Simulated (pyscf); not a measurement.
Thermochemistry of product channels of B–F [singlet] + hydrogen chloride (HCl) on the singlet surface, in kcal/mol, from CCSD(T)/def2-TZVPP + ΔMP2(QZVPP) energies (ideal gas, 1 atm, RRHO with modes under 100 cm⁻¹ raised to 100, one conformer, R ln 2 for chiral ones without a mode under 150 cm⁻¹). Optimised with ωB97X-D3(BJ)/def2-SVP in PySCF. MP2 and CC: frozen core, UHF for open shells. ΔMP2 is the change of the MP2 total energy from the triple- to the quadruple-zeta basis.

```tsv
products	ΔE	ΔH(298 K)	ΔG(600 K)	ΔG(900 K)
BH [singlet] + F–Cl	+142.0	+140.2	+139.8	+139.4
F–BH–Cl	-69.7	-67.2	-49.0	-39.8
```

These are energies of the channels, which say nothing of barriers. The CCSD(T) − MP2 part came from Ansatz, without density fitting, on the same reference.
